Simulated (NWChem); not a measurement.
Everything below was run with NWChem. System: CH$_{2}$ (+1), charge 1, spin multiplicity 2, at a geometry optimised with UPBE/def2-SVP. The structure started from a generated list of species. Its SCF solution wasn't tested for a lower state. Level: UB3LYP/def2-TZVP, VWN1-RPA local correlation.

Job file:

```
start mol
memory heap 200 mb stack 900 mb global 1100 mb
charge 1
geometry units angstroms nocenter noautoz
  C      0.000000     0.000000     0.092360
  H      1.057177     0.000000    -0.277081
  H     -1.057177     0.000000    -0.277081
  symmetry group C2v
end
basis spherical
  * library def2-tzvp
end
dft
  xc b3lyp
  odft
  mult 2
  semidirect memsize 60000000 filesize 0
  iterations 100
end
task dft energy
```

NWChem printed:

```
             Northwest Computational Chemistry Package (NWChem) 7.3.0
             --------------------------------------------------------

                                NWChem Input Module
                                -------------------

 Scaling coordinates for geometry "geometry" by  1.889725989
 (inverse scale =  0.529177249)

 Turning off AUTOSYM since
 SYMMETRY directive was detected!

                             Geometry "geometry" -> ""
                             -------------------------

 Output coordinates in angstroms (scale by  1.889725989 to convert to a.u.)

  No.       Tag          Charge          X              Y              Z
 ---- ---------------- ---------- -------------- -------------- --------------
    1 C                    6.0000     0.00000000     0.00000000     0.09236000
    2 H                    1.0000     1.05717700     0.00000000    -0.27708100
    3 H                    1.0000    -1.05717700     0.00000000    -0.27708100

 Effective nuclear repulsion energy (a.u.)       5.9206905035

            Nuclear Dipole moment (a.u.)
            ----------------------------
        X                 Y               Z
 ---------------- ---------------- ----------------
     0.0000000000     0.0000000000    -0.0000037795

      Symmetry information
      --------------------

 Group name             C2v
 Group number             16
 Group order               4
 No. of unique centers     2

      Symmetry unique atoms

     1    2


 Summary of "ao basis" -> "" (spherical)
 ------------------------------------------------------------------------------
       Tag                 Description            Shells   Functions and Types
 ---------------- ------------------------------  ------  ---------------------
 *                         def2-tzvp                  on all atoms

                                 NWChem DFT Module
                                 -----------------

 Summary of "ao basis" -> "ao basis" (spherical)
 ------------------------------------------------------------------------------
       Tag                 Description            Shells   Functions and Types
 ---------------- ------------------------------  ------  ---------------------
 C                         def2-tzvp                11       31   5s3p2d1f
 H                         def2-tzvp                 4        6   3s1p

 Summary of "ao basis" -> "ao basis" (spherical)
 ------------------------------------------------------------------------------
       Tag                 Description            Shells   Functions and Types
 ---------------- ------------------------------  ------  ---------------------
 C                         def2-tzvp                11       31   5s3p2d1f
 H                         def2-tzvp                 4        6   3s1p

      Symmetry analysis of basis
      --------------------------

        a1         19
        a2          4
        b1         12
        b2          8

            General Information
            -------------------
          SCF calculation type: DFT
          Wavefunction type:  spin polarized.
          No. of atoms     :     3
          No. of electrons :     7
           Alpha electrons :     4
            Beta electrons :     3
          Charge           :     1
          Spin multiplicity:     2
          Use of symmetry is: on ; symmetry adaption is: on
          Maximum number of iterations: 100
          AO basis - number of functions:    43
                     number of shells:    19
[...]
  ----- ------------  ---------------      ----- ------------  ---------------
    34      1.864322  2 H  s                 40     -1.864322  3 H  s
    12     -1.166316  1 C  px                 6     -0.347334  1 C  px
     9     -0.306804  1 C  px                23      0.075849  1 C  d  1
    32      0.050920  2 H  s                 38     -0.050920  3 H  s
    33      0.039559  2 H  s                 39     -0.039559  3 H  s

                     DFT Final Beta Molecular Orbital Analysis
                     -----------------------------------------

 Vector    1  Occ=1.000000D+00  E=-1.067759D+01  Symmetry=a1
              MO Center= -7.0D-18,  2.4D-21,  9.2D-02, r^2= 2.8D-02
   Bfn.  Coefficient  Atom+Function         Bfn.  Coefficient  Atom+Function
  ----- ------------  ---------------      ----- ------------  ---------------
     2      0.609744  1 C  s                  1      0.467135  1 C  s
     3      0.031087  1 C  s

 Vector    2  Occ=1.000000D+00  E=-1.004659D+00  Symmetry=a1
              MO Center= -2.7D-15, -8.0D-16, -1.0D-01, r^2= 8.8D-01
   Bfn.  Coefficient  Atom+Function         Bfn.  Coefficient  Atom+Function
  ----- ------------  ---------------      ----- ------------  ---------------
     4      0.412999  1 C  s                  3      0.372328  1 C  s
     2     -0.216912  1 C  s                 33      0.117277  2 H  s
    39      0.117277  3 H  s                 32      0.108524  2 H  s
    38      0.108524  3 H  s                  1     -0.101865  1 C  s
     8     -0.073437  1 C  pz                 5      0.070039  1 C  s

 Vector    3  Occ=1.000000D+00  E=-8.209135D-01  Symmetry=b1
              MO Center=  2.4D-15, -3.7D-16, -7.9D-02, r^2= 1.1D+00
   Bfn.  Coefficient  Atom+Function         Bfn.  Coefficient  Atom+Function
  ----- ------------  ---------------      ----- ------------  ---------------
     6      0.375430  1 C  px                 9      0.262775  1 C  px
    33      0.203499  2 H  s                 39     -0.203499  3 H  s
    32      0.152734  2 H  s                 38     -0.152734  3 H  s
    12      0.068592  1 C  px                34      0.027756  2 H  s
    40     -0.027756  3 H  s

 Vector    4  Occ=0.000000D+00  E=-4.881248D-01  Symmetry=b2
              MO Center=  1.0D-16,  2.0D-15,  6.2D-02, r^2= 1.1D+00
   Bfn.  Coefficient  Atom+Function         Bfn.  Coefficient  Atom+Function
  ----- ------------  ---------------      ----- ------------  ---------------
     7      0.467871  1 C  py                10      0.448961  1 C  py
    13      0.256504  1 C  py                21     -0.025046  1 C  d -1

 Vector    5  Occ=0.000000D+00  E=-4.585773D-01  Symmetry=a1
              MO Center=  3.9D-16, -3.3D-16,  2.8D-01, r^2= 1.1D+00
   Bfn.  Coefficient  Atom+Function         Bfn.  Coefficient  Atom+Function
  ----- ------------  ---------------      ----- ------------  ---------------
     8      0.421445  1 C  pz                11      0.375351  1 C  pz
    14      0.265682  1 C  pz                 4      0.251010  1 C  s
    33     -0.120071  2 H  s                 39     -0.120071  3 H  s
     5      0.110812  1 C  s                  3      0.099981  1 C  s
     2     -0.067425  1 C  s                 32     -0.051400  2 H  s

 Vector    6  Occ=0.000000D+00  E=-2.227158D-01  Symmetry=a1
              MO Center= -9.0D-17, -1.9D-17, -2.4D-01, r^2= 3.4D+00
   Bfn.  Coefficient  Atom+Function         Bfn.  Coefficient  Atom+Function
  ----- ------------  ---------------      ----- ------------  ---------------
     5      1.254338  1 C  s                 34     -1.154201  2 H  s
    40     -1.154201  3 H  s                  4      0.605836  1 C  s
    14     -0.365366  1 C  pz                 3      0.245763  1 C  s
    33     -0.227467  2 H  s                 39     -0.227467  3 H  s
    11     -0.151919  1 C  pz                 8     -0.141108  1 C  pz

   alpha - beta orbital overlaps
   -----------------------------

   alpha      1      2      3      4      5      6      7      8      9     10
    beta      1      2      3      5      4      6      7      8     10      9
 overlap   1.000  0.997  1.000  0.989  0.999  0.999  0.998  0.999  0.990  1.000

   alpha     11     12     13     14     15     16     17     18     19     20
    beta     11     12     13     14     15     16     17     18     19     20
 overlap   0.998  0.999  0.998  1.000  1.000  0.997  0.999  0.999  0.968  1.000

   alpha     21     22     23     24     25     26     27     28     29     30
    beta     21     22     23     24     25     26     27     28     29     30
 overlap   0.968  1.000  1.000  0.999  1.000  1.000  1.000  1.000  0.998  0.999

   alpha     31     32     33     34     35     36     37     38     39     40
    beta     31     32     33     35     36     34     37     38     39     40
 overlap   0.997  0.996  0.899  0.997  0.994  0.899  0.999  1.000  1.000  0.999

   alpha     41     42     43
    beta     41     42     43
 overlap   0.999  1.000  1.000

     --------------------------
     Expectation value of S2:
     --------------------------
      <S2> =      0.7522 (Exact =     0.7500)

 center of mass
 --------------
 x =   0.00000000 y =   0.00000000 z =   0.07413230

 moments of inertia (a.u.)
 ------------------
           0.841145215550           0.000000000000           0.000000000000
           0.000000000000           8.885814712742           0.000000000000
           0.000000000000           0.000000000000           8.044669497192

     Multipole analysis of the density
     ---------------------------------

     L   x y z        total         alpha         beta         nuclear
     -   - - -        -----         -----         ----         -------
     0   0 0 0      1.000000     -4.000000     -3.000000      8.000000

     1   1 0 0      0.000000      0.000000      0.000000      0.000000
     1   0 1 0     -0.000000     -0.000000     -0.000000      0.000000
     1   0 0 1     -0.213814     -0.378429      0.164619     -0.000004

     2   2 0 0     -1.538186     -5.043755     -4.476640      7.982209
     2   1 1 0      0.000000      0.000000      0.000000      0.000000
     2   1 0 1      0.000000      0.000000     -0.000000      0.000000
     2   0 2 0     -3.278465     -1.936139     -1.342325      0.000000
     2   0 1 1      0.000000     -0.000000      0.000000      0.000000
     2   0 0 2     -4.151121     -3.432329     -1.449896      0.731104

 Task  times  cpu:        0.3s     wall:        0.3s

 Total times  cpu:        0.3s     wall:        0.3s
```
